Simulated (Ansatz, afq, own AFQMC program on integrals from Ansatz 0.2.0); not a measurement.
# Atomization energy of CH$_{4}$N, doublet

```xyz
6

N    -0.0887    0.0000    0.6446
C     0.0848    0.0000   -0.7305
H     0.2213   -0.8326    1.1206
H     0.2213    0.8326    1.1206
H    -0.1102   -0.9302   -1.2469
H    -0.1102    0.9302   -1.2469
```

Connectivity, by distances: NH2–CH2.

Atoms in their ground-state spins without spin–orbit coupling (mostly on UHF) minus the molecule (UHF), without zero-point energy. The geometry is a stationary point, not shown to be a minimum.

Basis 6-31G. Noble-gas cores (and the filled d shells of Ga–Kr and In–Xe) are frozen. Integrals, coupled cluster, full CI and functionals: Ansatz 0.2.0; the random walks run on the same integrals in our own AFQMC program. ph-AFQMC/CISD is guided by a CISD state made of CCSD amplitudes; releasing the constraint for a short imaginary time cuts its bias at the price of noise, slowly where states lie close. Error bars are statistical, one sigma. The errors of all members are added in quadrature.

No full CI on the walks' own integrals is used here; CCSDT(Q) serves as the reference and is uncertain by about the last step of the cluster series. Each member takes its own surest rung, up to full CI.

Errors are counted within 6-31G, not against nature.

Cautions: CH₄N (doublet): its ph-AFQMC/CISD value lies 22 ± 8 meV above CCSDT(Q); other spins of the molecule weren't checked.

```csv
level,atomization energy (kcal/mol)
MP2,394.4
CCSD,396.5
```

**Question.** From these cheaper values, estimate the atomization energy at the reference level in 6-31G.

**Answer.** 398.9 kcal/mol (CCSDT(Q) in 6-31G).

| level | atomization energy (kcal/mol) | error against CCSDT(Q) (kcal/mol) |
| --- | --- | --- |
| HF | 310.8 | -88.1 |
| CCSD(T) | 398.5 | -0.4 |
| CCSDT | 398.6 | -0.2 |
| ph-AFQMC/CISD | 398.4 ± 0.2 | -0.5 ± 0.2 |
| released AFQMC | 398.6 ± 0.4 | -0.3 ± 0.4 |

Correlation beyond CCSD(T) adds 0.4 kcal/mol. The perturbative (T) step is worth +2.0 kcal/mol.

A walk keeps the symmetry of its determinant, which the program's search chose and which needn't be the lowest solution, so a lower state of the same spin and another symmetry isn't excluded. Released energies are given only where the last usable release times agree within the noise; a slower fall can still hide under it.
